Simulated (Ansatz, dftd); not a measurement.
System: C₄H₅, charge 0, doublet. C4H5 (SMILES C(C=C)=[CH], doublet).
B3LYP-D3(BJ)/def2-TZVP minimum from Ansatz (a first-principles code):
```xyz
9

C      0.6172     1.8150    -0.0118
C      0.6302     0.5024    -0.0026
C     -0.5602    -0.3480     0.0017
C     -0.5154    -1.6802     0.0110
H     -0.1084     2.6133    -0.0183
H      1.5870    -0.0195     0.0023
H     -1.5187     0.1605    -0.0032
H      0.4276    -2.2140     0.0160
H     -1.4181    -2.2759     0.0139
```
Charge 0, spin multiplicity 2.

Quantity: atomisation energy (electronic, to ground-state atoms), in kJ/mol. UHF or UKS for unpaired electrons; spin-orbit terms are left out. Correlated methods leave the cores frozen. No relativity. For partners of very few electrons the exact lower level stands in for a higher one. The UHF reference of C4H5 ([CH]=CC=C, doublet) is spin-contaminated (<S^2> up to 0.50 over the pure value in the sets run).

| level | program | atomisation energy (kJ/mol) |
|---|---|---|
| B3LYP-D4/def2-TZVPD | Ansatz + dftd4 | 3750.5 |
| B3LYP/def2-TZVPD | Ansatz | 3728.6 |
| CAM-B3LYP/def2-TZVPD | Ansatz | 3740.1 |
| CCSD/cc-pVTZ | Ansatz | 3572.5 |
| CCSDT(Q)/cc-pVDZ | Ansatz | 3459.3 |
